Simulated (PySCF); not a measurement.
## MgP⁻: energy against distance

Set-up: PySCF, spin-free X2C with a Gaussian nucleus, basis sets Mg aug-cc-pVDZ-DK, P aug-cc-pVDZ-DK. Energies in eV from Mg + P⁻ in their ground configurations at the same level. All curves are PBE0. state 1: ³Π (triplet), unpaired electrons σ ↑, π ↑; state 2: Ms = 0 determinant of mixed spin (⟨S²⟩ near 1.0), unpaired electrons σ ↓, π ↑, a second solution, started from another occupation; state 3: ¹Σ⁺ (singlet), closed shell, a second solution, started from another occupation.

```csv
R (Å),state 1,state 2,state 3
2.087,-0.879,-0.810,-0.6340
2.184,-1.206,-1.132,-0.8141
2.281,-1.383,-1.301,-0.8637
2.354,-1.444,-1.355,-0.8399
2.427,-1.460,-1.361,-0.7790
2.500,-1.444,-1.333,-0.6917
2.597,-1.387,-1.259,-0.5486
2.718,-1.284,-1.130,-0.3478
2.864,-1.141,-0.955,-0.1010
3.058,-0.954,-0.730,0.2039
```

Put a parabola through the three lowest points of the state 1 curve and estimate Re, k and ωe (reduced mass 13.52 u; 1 eV/Å² = 0.16022 mdyn/Å; ωe = 1302.8·√(k/μ) cm⁻¹).

Through R = 2.354, 2.427, 2.5 Å the second-order coefficient is 3.00 eV/Å², so Re ≈ 2.427 Å, k ≈ 0.962 mdyn/Å and ωe ≈ 348 cm⁻¹. A polynomial fit of higher order to the unrounded PBE0 energies gives Re = 2.423 Å, k = 1.00 mdyn/Å, ωe = 355 cm⁻¹; anharmonicity and rounding make the difference.

The higher-order fit for each curve: state 1: Re = 2.423 Å, ωe = 355 cm⁻¹, De = 1.46 eV; state 2: Re = 2.402 Å, ωe = 381 cm⁻¹, minimum 1.36 eV below the ground-state fragments; state 3: Re = 2.280 Å, ωe = 438 cm⁻¹, minimum 0.86 eV below the ground-state fragments.

For an ion De counts to the pair picked by the measured ionisation energies or electron affinities, which need not be the lowest pair at this level. The highest Kohn–Sham level is positive in this anion. Much of that is self-interaction error, but it also means that the finite basis helps to hold the extra electron. The state was picked by a PBE0 search and need not be the measured ground state.
